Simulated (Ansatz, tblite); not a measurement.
# Band gap of rock-salt CdO: levels of theory against measurement

Reference value: 0.84 eV (measured, 100 K, zero-point motion not removed, lower of two indirect gaps; as tabulated in Menéndez-Proupin et al. (2004), arXiv:cond-mat/0405700).

**Question.** What do IPEA1-xTB, LDA+SOC, BLYP, PBEsol+SOC, RPBE, PBE-D3(BJ), PBE-D4, rVV10, B3LYP (VWN-RPA form), HSE06+SOC, PBE0, Hartree–Fock give, and how far is each from the reference?

**Answer.** 
```
level (code)                        value (eV)  cell (Å³/atom)  difference (eV)
-----------------------------  ---------------  --------------  ---------------
IPEA1-xTB (tblite)                        0.88           11.08            +0.04
LDA+SOC (Ansatz)                          0.00           12.94            -0.84
BLYP (Ansatz)                             0.00           12.94            -0.84
PBEsol+SOC (Ansatz)                       0.00           12.94            -0.84
RPBE (Ansatz)                             0.00           12.94            -0.84
PBE-D3(BJ) (Ansatz)                       0.00           13.20            -0.84
PBE-D4 (Ansatz)                           0.00           13.20            -0.84
rVV10 (Ansatz)                            0.00           13.66            -0.84
B3LYP (VWN-RPA form) (Ansatz)             1.29           12.94            +0.45
HSE06+SOC (Ansatz)             0.90 (indirect)           12.94            +0.06
PBE0 (Ansatz)                             1.57           12.94            +0.73
Hartree–Fock (Ansatz)                     9.21           12.94            +8.37
```

Leaving aside IPEA1-xTB (doubt noted below): Closest of the ranked levels: HSE06+SOC (+0.06 eV). Farthest off among them: Hartree–Fock (+8.37 eV). Of the ranked levels only HSE06+SOC lands within 0.3 eV. No gap at all, against the measurement: LDA+SOC, BLYP, PBEsol+SOC, RPBE, PBE-D3(BJ), PBE-D4, rVV10.

Semilocal Kohn–Sham gaps run low as a rule, and all computed gaps are for a static lattice, while measured ones hold electron–phonon shifts unless said otherwise. Levels without +SOC have no spin–orbit coupling; where heavier elements are present it shifts gaps, mostly down, and can invert bands. A gap of zero means that the bands touch or overlap; how far they overlap is not shown.  IPEA1-xTB, PBE-D3(BJ), PBE-D4, rVV10: the gap is read on the k mesh or supercell of the run alone and can be too large. IPEA1-xTB: this parameter set was refitted to ionisation energies, not structures. Values are at the measured cell; IPEA1-xTB at the level's own equilibrium cell; PBE-D3(BJ) at the level's own relaxed cell; PBE-D4 at the level's own relaxed cell; rVV10 at the level's own relaxed cell. Cutoffs and k meshes differ between the levels. Ansatz's density-functional and Hartree–Fock values are scalar-relativistic unless marked +SOC, with PAW data made under PBE.

Differences are worked out from the printed values.

Ansatz is a quantum-chemistry and plane-wave program.
